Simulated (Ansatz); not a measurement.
B2H4, SMILES `BB`. The species carries charge 0 and has multiplicity 1.

```xyz
6

B     0.750    0.184   -0.258
B    -0.750   -0.183    0.258
H     1.073    1.306   -0.538
H     1.603   -0.651   -0.383
H    -1.045   -0.173    1.422
H    -1.630   -0.483   -0.501
```

Q: Give the diagnostics of a CCSD(T)/def2-TZVPP run (frozen core, Ansatz). (An estimate is asked.)

A: The calculation gave: T1 = 0.0119, largest single amplitude 0.018, largest double 0.023, (T) share of the correlation energy 2.6 %, 9 CCSD cycles. The RHF solution is stable towards an unrestricted one. T1 lies under the customary mark of 0.02 for closed shells.
